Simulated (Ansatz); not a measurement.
**CH3AlO: relaxed scan of one distance, by script**

Aim: a relaxed scan of one distance, for CH3AlO, run from a script. SMILES: [CH2]1[O][AlH]1.

Computed with the Python package of Ansatz 0.2.0. Level of theory: B3LYP+D4/def2-SVP.

### 1 Starting point

Bond lengths: C1–O2 1.362 Å, C1–Al3 1.930 Å, O2–Al3 1.866 Å, C1–H4 1.081 Å, C1–H5 1.096 Å, Al3–H6 1.621 Å. Angles: C1–O2–Al3 71.5°, O2–C1–Al3 66.5°, O2–C1–H4 113.3°, O2–C1–H5 116.5°, Al3–C1–H4 116.5°, Al3–C1–H5 120.4°, H4–C1–H5 114.8°, C1–Al3–O2 42.0°, C1–Al3–H6 136.7°, O2–Al3–H6 152.1°.

No structure file is read: the coordinates are typed or built in the script.

### 2 The script

File ch3alo.py:

```python
# -*- coding: utf-8 -*-
'''One bond of CH3AlO held at set lengths while the rest relaxes.'''

import ansatz as az
import numpy as np

GEOMETRY = '''
C     0.02400   -0.39750   -0.67010
O     0.25960   -1.21370    0.39440
Al   -0.28960    0.45000    1.03530
H    -0.85220   -0.67800   -1.23730
H     0.89490   -0.11980   -1.27550
H     0.00530    1.89500    1.70700
'''

mol = az.Crystal.molecule()
for line in GEOMETRY.strip().splitlines():
    symbol, *xyz = line.split()
    mol = mol.atom(symbol, [float(v) for v in xyz])

calc = (
    mol.calculation()
    .basis(gaussian='def2-SVP')
    .functional('b3lyp', dispersion='d4')
)
symbols = [site.symbol for site in mol.cartesian_sites]
pairs = [(0, 1), (0, 2), (0, 3), (0, 4), (1, 2), (2, 5)]
print('held (A)   E (eV)        ', '  '.join(f'{symbols[i]}{i}-{symbols[j]}{j}' for i, j in pairs))
for length in [0.99, 1.08, 1.17, 1.3, 1.46]:
    rep = calc.relax(constraints=[az.DistanceConstraint((0, 3), at=length)], force_tolerance=0.02, max_steps=60).run(threads=1, pin='off').report
    xyz = np.array(rep['positions_ang'])
    print(f'{length:6.2f} {rep["free_energy_ev"]:14.5f}  ', '  '.join(f'{np.linalg.norm(xyz[i] - xyz[j]):.3f}' for i, j in pairs))
```

### 3 What the engine is handed

The package turns the script's settings into the engine's input (first run):

```yaml
crystal:
  periodic: [false, false, false]
  atoms:
    - { symbol: C, position_ang: [0.024, -0.3975, -0.6701] }
    - { symbol: O, position_ang: [0.2596, -1.2137, 0.3944] }
    - { symbol: Al, position_ang: [-0.2896, 0.45, 1.0353] }
    - { symbol: H, position_ang: [-0.8522, -0.678, -1.2373] }
    - { symbol: H, position_ang: [0.8949, -0.1198, -1.2755] }
    - { symbol: H, position_ang: [0.0053, 1.895, 1.707] }
basis:
  gaussian:
    orbitals: def2-SVP
hamiltonian:
  xc: b3lyp
  dispersion: d4
relax:
  f_tol: 0.02
  max_steps: 60
  constraints:
    - { distance: [0, 3], at: 0.99 }
```

### 4 The run

Launch:

```sh
> python ch3alo.py
```

The program printed:

```text
held (A)   E (eV)         C0-O1  C0-Al2  C0-H3  C0-H4  O1-Al2  Al2-H5
DeckWarning: relax.constraints: the input's atoms, or those drawn, lie off the distances that are held; a relaxation that starts there is brought onto them ahead of its first SCF, by positions alone, an atom by 4.54e-2 Å at the most. With the symmetry detection on, the symmetry is detected on the input's atoms as so brought (as typed, where only the drawn atoms reach the distances), and notices that speak of the structure as typed mean those atoms
  0.99    -9724.53866   1.492  1.905  0.990  1.101  1.722  1.566
  1.08    -9724.78358   1.487  1.903  1.080  1.101  1.724  1.567
  1.17    -9724.72559   1.481  1.902  1.170  1.102  1.726  1.566
  1.30    -9724.36165   1.468  1.897  1.300  1.101  1.730  1.566
  1.46    -9723.74375   1.451  1.889  1.460  1.099  1.736  1.565
```

(Warnings from the package without file and line, repeats left out.)

It took 65 s on 1 thread of Arm Neoverse V1, shared host; peak memory 0.2 GiB.

Lines on the test bed's own set-up are left out of the output.

A comment line of the script is reworded here; the code is as run.

### 5 The engine's runs

One row for each of the 5 runs:

| run | distance (Å) | energy from run 2 (eV) | SCF cycles in all | CPU time (s) |
| --- | --- | --- | --- | --- |
| 1 | 0.99 | 0.2449 | 68 | 13 |
| 2 | 1.08 | 0.0000 | 63 | 12 |
| 3 | 1.17 | 0.0580 | 67 | 13 |
| 4 | 1.30 | 0.4219 | 66 | 13 |
| 5 | 1.46 | 1.0398 | 71 | 13 |

### 6 How the relaxation of run 1 went

Relaxation path:

| step | energy from step 1 (eV) | largest force component (eV/Å) |
| --- | --- | --- |
| 1 | 0.0000 | 3.5571 |
| 2 | -0.6153 | 1.5759 |
| 3 | -0.8959 | 0.5208 |
| 4 | -0.9194 | 0.1898 |
| 5 | -0.9215 | 0.0671 |
| 6 | -0.9219 | 0.0245 |
| 7 | -0.9220 | 0.0116 |

Step 1 is the start.

Before: Bond lengths: C1–O2 1.362 Å, C1–Al3 1.930 Å, O2–Al3 1.866 Å, C1–H4 1.081 Å, C1–H5 1.096 Å, Al3–H6 1.621 Å. Angles: C1–O2–Al3 71.5°, O2–C1–Al3 66.5°, O2–C1–H4 113.3°, O2–C1–H5 116.5°, Al3–C1–H4 116.5°, Al3–C1–H5 120.4°, H4–C1–H5 114.8°, C1–Al3–O2 42.0°, C1–Al3–H6 136.7°, O2–Al3–H6 152.1°.

After: Bond lengths: C1–O2 1.492 Å, C1–Al3 1.905 Å, O2–Al3 1.722 Å, C1–H4 0.990 Å, C1–H5 1.101 Å, Al3–H6 1.566 Å. Angles: C1–O2–Al3 72.3°, O2–C1–Al3 59.5°, O2–C1–H4 112.9°, O2–C1–H5 112.9°, Al3–C1–H4 123.5°, Al3–C1–H5 122.4°, H4–C1–H5 112.0°, C1–Al3–O2 48.2°, C1–Al3–H6 172.9°, O2–Al3–H6 138.8°.

### 7 The relaxation of run 5, step by step

Relaxation path:

```
step  E - E(step 1) (eV)  largest force component (eV/Å)
   1              0.0000                          5.1805
   2             -0.9901                          1.4976
   3             -1.3549                          0.9159
   4             -1.2244                          2.4701
   5             -1.4301                          0.2015
   6             -1.4327                          0.0310
   7             -1.4330                          0.0187
```

Step 1 is the start. Step 4 was tried and not accepted.

Before: Bond lengths: C1–O2 1.362 Å, C1–Al3 1.930 Å, O2–Al3 1.866 Å, C1–H4 1.081 Å, C1–H5 1.096 Å, Al3–H6 1.621 Å. Angles: C1–O2–Al3 71.5°, O2–C1–Al3 66.5°, O2–C1–H4 113.3°, O2–C1–H5 116.5°, Al3–C1–H4 116.5°, Al3–C1–H5 120.4°, H4–C1–H5 114.8°, C1–Al3–O2 42.0°, C1–Al3–H6 136.7°, O2–Al3–H6 152.1°.

After: Bond lengths: C1–O2 1.451 Å, C1–Al3 1.889 Å, O2–Al3 1.736 Å, C1–H5 1.099 Å, Al3–H6 1.565 Å. Angles: C1–O2–Al3 72.1°, O2–C1–Al3 61.0°, O2–C1–H5 115.3°, Al3–C1–H5 130.5°, C1–Al3–O2 46.9°, C1–Al3–H6 174.7°, O2–Al3–H6 138.3°.

### 8 Results

```
                  quantity     value
             runs compared         5
           range of energy  1.040 eV
lowest point, distance (Å)      1.08
```

**Reading.** The curve has its lowest point inside the range, at 1.08. The ends stand 0.245 and 1.04 eV above it. The distance scanned is the script's pair 0, 3. Run 1: After 6 moves the largest shift is 0.403 Å, of atom 6 (H). Run 5: After 5 moves the largest shift is 0.457 Å, of atom 6 (H). Notes:
- The energies are electronic: no zero-point or thermal terms, and the basis set is short of its limit.
- b3lyp holds the VWN-RPA fit, as in Gaussian; the form of ORCA and Turbomole is b3lyp5.
